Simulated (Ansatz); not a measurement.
Relaxation of BFH$_{4}$ (6 atoms, charge 0, multiplicity 1), to a largest force component of 0.03 eV/Å in at most 50 steps.

All numbers below come from RKS PBE0/cc-pVDZ (Ansatz).

```xyz
6
Properties=species:S:1:pos:R:3:forces:R:3
B -0.558 -0.382 -0.383 0.64 -0.90 0.47
H 0.987 1.216 0.655 -0.47 2.48 -0.44
H -0.264 -0.039 -1.501 0.03 -0.01 0.02
H -1.505 0.023 0.243 0.01 0.00 0.03
H 1.130 0.540 0.787 0.60 -2.19 0.53
F 0.210 -1.357 0.199 -0.81 0.61 -0.60
```

Task: Where does it end, and by what steps?

Result: It converged. After 7 steps the energy has fallen by 0.166 eV; H5 moved furthest, 0.44 Å.

```json
{"step": "0", "energy less start (eV)": "0.0000", "largest force component (eV/Å)": "2.483", "accepted": "yes"}
{"step": "1", "energy less start (eV)": "-0.1179", "largest force component (eV/Å)": "1.171", "accepted": "yes"}
{"step": "2", "energy less start (eV)": "0.0713", "largest force component (eV/Å)": "1.907", "accepted": "no"}
{"step": "3", "energy less start (eV)": "-0.1417", "largest force component (eV/Å)": "0.932", "accepted": "yes"}
{"step": "4", "energy less start (eV)": "-0.1557", "largest force component (eV/Å)": "0.593", "accepted": "yes"}
{"step": "5", "energy less start (eV)": "-0.1648", "largest force component (eV/Å)": "0.051", "accepted": "yes"}
{"step": "6", "energy less start (eV)": "-0.1652", "largest force component (eV/Å)": "0.034", "accepted": "yes"}
{"step": "7", "energy less start (eV)": "-0.1656", "largest force component (eV/Å)": "0.025", "accepted": "yes"}
```

```xyz
6
Properties=species:S:1:pos:R:3
B -0.646 -0.523 -0.441
H 1.089 1.462 0.721
H -0.279 -0.099 -1.511
H -1.521 -0.036 0.235
H 1.412 0.820 0.976
F -0.055 -1.624 0.020
```

Whether the end is a true minimum wasn't checked by a vibrational analysis.

Time of the run: 7.6 s on 1 thread of Arm Neoverse V1 (shared host), peak memory 0.1 GiB.
